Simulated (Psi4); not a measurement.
# CH5Al (AlH2Me): a first try and a second

Wanted: energy and forces of CH5Al (AlH2Me), MOHLYP/aug-cc-pV(D+d)Z (density fitting).

Program for the calculation: Psi4 1.11.

3 further runs of the same task are left out: 3 that didn't finish.

### Step 1. The molecule

CH5Al has 7 atoms, charge 0, and is taken as a singlet. As SMILES, `[H][Al]([H])[CH3]`. The shape comes from GFN2-xTB, which is rough for such elements, and wasn't checked as a minimum.

Bond lengths: Al1–C4 1.985 Å, Al1–H2 1.551 Å, Al1–H3 1.551 Å, C4–H5 1.097 Å, C4–H6 1.098 Å, C4–H7 1.098 Å. Angles: Al1–C4–H5 113.2°, Al1–C4–H6 112.2°, Al1–C4–H7 112.2°, H2–Al1–C4 123.8°, H3–Al1–C4 123.7°, H5–C4–H6 106.1°, H5–C4–H7 105.9°, H6–C4–H7 106.7°, H2–Al1–H3 112.5°.

### Step 2. First attempt

job.in

```
memory 1600 mb

molecule {
  0 1
  Al     0.532240     0.925980    -0.002840
  H      2.079610     1.030730     0.039470
  H     -0.157080     2.315610    -0.032820
  C     -0.456800    -0.794540    -0.002750
  H     -0.578610    -1.223840    -1.005100
  H     -1.469240    -0.690290     0.408830
  H      0.049890    -1.563640     0.595200
}

set basis aug-cc-pV(D+d)Z
set reference rks
set scf_type df

e_tot, wfn = gradient('mohlyp-d2', return_wfn=True)
```

Started as:

```console
$ psi4 job.in job.out -n 1
```

job.out:

```text
Psi4 1.11 release

Printing out the relevant lines from the Psithon --> Python processed input file:
    """)
    core.IO.set_default_namespace("")
    core.set_global_option("BASIS", "aug-cc-pV(D+d)Z")
    core.set_global_option("REFERENCE", "rks")
    core.set_global_option("SCF_TYPE", "df")
--> e_tot, wfn = gradient('mohlyp-d2', return_wfn=True)

!----------------------------------------------------------------------------------!
!                                                                                  !
!  Method=mohlyp-d2 is not available for any derivative level. Some methods need   !
!     "dftd4-python>=3.5" gcp-correction -c conda-forge` . Did you mean? oblyp-d2  !
!     mohlyp2                                                                      !
!                                                                                  !
!----------------------------------------------------------------------------------!

    Psi4 run time: 0:00:00.46
```

Run time: 1.2 s. Hardware: 1 thread of Intel Xeon 6975P-C (Granite Rapids), shared host; peak memory 0.13 GiB.

### Step 3. Diagnosis

The input was rejected.

The log says `Method=mohlyp-d2 is not available for any derivative level. Some methods need`. The fault: unsupported dispersion. To mend it: dispersion none in place of D2.

### Step 4. Try two

calc.in

```
memory 1600 MB

molecule {
  0 1
  Al     0.532240     0.925980    -0.002840
  H      2.079610     1.030730     0.039470
  H     -0.157080     2.315610    -0.032820
  C     -0.456800    -0.794540    -0.002750
  H     -0.578610    -1.223840    -1.005100
  H     -1.469240    -0.690290     0.408830
  H      0.049890    -1.563640     0.595200
}

set basis aug-cc-pV(D+d)Z
set reference rks
set scf_type df

result, w = gradient('mohlyp', return_wfn=True)
```

Started as:

```console
$ psi4 -i calc.in -o calc.out -n 1
```

calc.out:

```text
[...]
  Running in c1 symmetry.
[...]
  Nuclear repulsion =   50.267355864409339
[...]
  Multiplicity = 1
[...]
  Nalpha       = 12
  Nbeta        = 12
[...]
    Number of basis functions: 100
[...]
   @DF-RKS iter   1:  -282.19772778531495   -2.19297e-01   8.62543e-03 ADIIS/DIIS
[...]
   @DF-RKS iter  11:  -282.61599928781072   -1.36424e-12   2.99600e-09 DIIS
[...]
    Orbital Energies [Eh]
    ---------------------
    Doubly Occupied:
       1A    -55.198552     2A     -9.821054     3A     -3.911508
       4A     -2.516888     5A     -2.506444     6A     -2.505574
       7A     -0.607941     8A     -0.352555     9A     -0.341109
      10A     -0.340655    11A     -0.246235    12A     -0.246021
[...]
  @DF-RKS Final Energy:  -282.61599928781072
   => Energetics <=
    Nuclear Repulsion Energy =             50.2673558644093390
    One-Electron Energy =                -490.7711214805083841
    Two-Electron Energy =                 182.8828443812370494
    DFT Exchange-Correlation Energy =     -24.9950780529487560
    Empirical Dispersion Energy =           0.0000000000000000
    VV10 Nonlocal Energy =                  0.0000000000000000
    Total Energy =                       -282.6159992878107232
[...]
 Multipole Moments:
 ------------------------------------------------------------------------------------
     Multipole            Electronic (a.u.)      Nuclear  (a.u.)        Total (a.u.)
 ------------------------------------------------------------------------------------
 L = 1.  Multiply by 2.5417464519 to convert [e a0] to [Debye]
 Dipole X            :          1.1408863           -1.3162148           -0.1753284
 Dipole Y            :          1.9840928           -2.2902877           -0.3061949
 Dipole Z            :         -0.0213282            0.0167482           -0.0045799
 Magnitude           :                                                    0.3528687
[...]
  -Total Gradient:
     Atom            X                  Y                   Z
    ------   -----------------  -----------------  -----------------
       1        0.005641925516     0.010013492949     0.000488755169
       2       -0.018631013201     0.002915596532    -0.000412211512
       3        0.011855765408    -0.014616304777     0.000568392830
       4       -0.003405920543    -0.007363767189    -0.003292921790
       5        0.000353963015     0.003574244868     0.012533345983
       6        0.010723171283    -0.002172969232    -0.003906962957
       7       -0.006532732114     0.007659516737    -0.005977342109
[...]
```

It took 7.2 s on 1 thread of Intel Xeon 6975P-C (Granite Rapids), shared host; peak memory 0.69 GiB.

### Step 5. Results

Level: MOHLYP/aug-cc-pV(D+d)Z (density fitting).

| quantity | value |
| --- | --- |
| total energy | -282.61600 Eh |
| dipole moment | 0.90 D |
| HOMO energy | -6.69 eV |
| LUMO energy | -1.89 eV |
| HOMO–LUMO gap | 4.80 eV |
| largest force on an atom | 0.970 eV/Å |

**Reading.** The largest force is 0.97 eV/Å: the shape isn't a stationary point for this species at this level.
